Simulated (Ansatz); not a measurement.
Saddle point of SiNH7S, closed shell (SiNH₅ ([NH2][SiH3]) + H₂S → SiNH₅S ([NH2][SiH2][SH]) + H₂; bonds formed: Si1–S7, H2–H6; bonds broken: Si1–H2, H6–S7), PBE0-D4/def2-TZVP structure:

```
atom    x (Å)    y (Å)    z (Å)
 Si1  -0.5529  -0.1340  -0.0078
  H2   0.8312  -1.0066  -0.4064
  H3  -1.4007  -1.1340  -0.7033
  H4  -1.3648   1.1088   0.1563
  N5  -0.0496  -0.2792   1.6158
  H6   0.8619  -0.3677  -1.2688
  S7   0.3270   0.8263  -2.1619
  H8   0.5910  -0.9728   1.9619
  H9  -0.4252   0.3202   2.3324
 H10   1.1820   1.6390  -1.5183
```

Energies are electronic, without zero-point energy. Barriers and step energies count from the start structure reached by relaxing down the imaginary mode; all methods use the PBE0-D4 structures, on which another method's saddle can fall below an end. Ansatz 0.2.0; basis: def2-TZVPP, with def2-QZVPP for the basis limit; cores frozen in the correlated methods. B3LYP uses VWN-RPA correlation. Extrapolation: Hartree–Fock as exp(−7.88 √X), correlation as X^−2.97.

```
      method  barrier (eV)  step energy (eV)
       SPW92         1.072            -0.483
      PBE-D4             ?            -0.526
     BLYP-D4         1.640            -0.485
   r2SCAN-D4         1.540            -0.528
      B97M-V             ?            -0.461
     PBE0-D4         1.598            -0.501
    B3LYP-D4         1.801            -0.460
  r2SCAN0-D4         1.698            -0.505
    BHLYP-D4         2.069            -0.428
CAM-B3LYP-D4         1.932            -0.415
     wB97X-V         1.930            -0.449
     wB97M-V         1.859            -0.460
      B2PLYP             ?            -0.445
    PBE-QIDH         1.795            -0.492
  RPA on PBE         1.984            -0.365
          HF         2.739            -0.305
         MP2         1.855            -0.522
        CCSD         2.096            -0.389
     CCSD(T)         1.951            -0.429
```

Fill in the withheld barriers. (To be estimated.)

Computed: B97M-V 1.686; PBE-D4 1.375; B2PLYP 1.898 eV. Each is the energy of the saddle less that of the start structure, by the same method.

For comparison, the barrier by CCSD(T) at an estimated basis limit (MP2 extrapolated from triple and quadruple zeta, plus CCSD(T) − MP2 in triple zeta) is 1.886 eV.

No T1 diagnostic of these runs exceeds 0.013.

Labels in which every atom is bracketed show which atoms are joined, not bond orders.

For scale, one of the runs: CCSD(T)/def2-TZVPP, 213 basis functions (an equivalent command: `ansatz run in.yaml --threads 4`). The run took 32 s on 4 CPU threads (shared host), with 2.8 GiB of host memory at its peak.
